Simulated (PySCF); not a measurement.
**The bond of F₂, level by level**

One job finds the state of F₂, follows it along the bond with each method and fits the curves.

Method: F pcseg-2, no relativity; program: PySCF 2.14.0.

## Step 1: Input

Settings of the job:

| Item | Value |
| --- | --- |
| atoms | F, F |
| charge | 0 |
| basis | F pcseg-2 |
| Hamiltonian | no relativity |
| basis functions | 60 |
| electrons treated | 18 |
| masses in u | 18.9984, 18.9984 |
| levels | PBE0, PBE, r²SCAN, B97-3, B3LYP, MN15, LC-ωPBE, HF, MP2, SCS-MP2, CCSD, CCSD(T) |
| grid | 80 radial by 434 angular points |
| occupations | held fixed by the projection of orbital angular momentum |
| dissociation limit | F + F, each in its ground configuration |
| starting distance in angstrom | 1.230 |
| values of 2S to try | 0, 2 |

On the command line:

```bash
OMP_NUM_THREADS=1 python dia.py task.json out
```

Further steps of the session: First curve: PBE0; Excited determinants; PBE; r²SCAN (meta-GGA); B97-3; B3LYP (global hybrid GGA); MN15 (hybrid meta-GGA); LC-ωPBE; RHF (mean field); Adding correlation.

**Question.** What will these runs give? Wanted: for each run, Re; ωe; De.

The runs gave:

Lowest PBE0 solution found, without spin–orbit coupling: ¹Σg⁺ (singlet), closed shell. State 2 has its PBE0 minimum 1.69 eV higher. The other levels ran on the lowest alone.

```
      level  Re (Å)  ωe (cm⁻¹)  De (eV)
        RHF   1.329       1265    -1.43
    RHF-MP2   1.402       1006     1.77
RHF-SCS-MP2   1.412        962     1.61
   RHF-CCSD   1.398       1006     1.25
RHF-CCSD(T)   1.420        914     1.53
        PBE   1.415        996     2.30
     r²SCAN   1.400       1045     1.69
      B3LYP   1.398       1048     1.61
       PBE0   1.377       1099     1.53
      B97-3   1.381       1089     1.54
       MN15   1.372       1111     1.72
    LC-ωPBE   1.373       1125     1.66
```

De is counted to F + F in their ground configurations.

Differences from CCSD(T) in the same basis:

```
      level  Re (mÅ)  ωe (%)
        RHF      -90   +38.4
    RHF-MP2      -18   +10.0
RHF-SCS-MP2       -7    +5.2
   RHF-CCSD      -22   +10.0
        PBE       -5    +9.0
     r²SCAN      -20   +14.3
      B3LYP      -21   +14.6
       PBE0      -42   +20.2
      B97-3      -39   +19.2
       MN15      -47   +21.5
    LC-ωPBE      -47   +23.1
```

What this shows: Against CCSD(T) in the same basis, the bond length is nearest at PBE (-5 mÅ) and farthest at RHF (-90 mÅ); the wavenumber is nearest at RHF-SCS-MP2 (+5.2 %) and farthest at RHF (+38.4 %). Hartree–Fock makes the bond too short and too stiff against this reference, as it mostly does. Among the levels with a De in the table, it runs from -1.43 eV (RHF) to 2.30 eV (PBE).

Correlated steps freeze 2 core orbitals. A negative De means that the minimum lies above the separated atoms at that level.
